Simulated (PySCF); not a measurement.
A structure optimised at PBE-D3(BJ)/def2-TZVP, used in a PySCF frequency run:

```
C
O 1 1.3511
H 1 1.1233 2 107.65
H 1 1.1233 3 99.88 2 -112.24
C 1 1.5251 3 111.50 4 -117.94
H 5 1.0989 1 110.32 3 -64.95
H 5 1.0989 6 108.12 1 120.72
H 5 1.1004 6 108.50 7 117.48
```
Charge 0, spin multiplicity 2.

Write its SMILES, formula and point group.

CC[O], C₂H₅O, Cs

What are its rotational constants (standard atomic weights)?

40.287, 9.4881, 8.4743 GHz
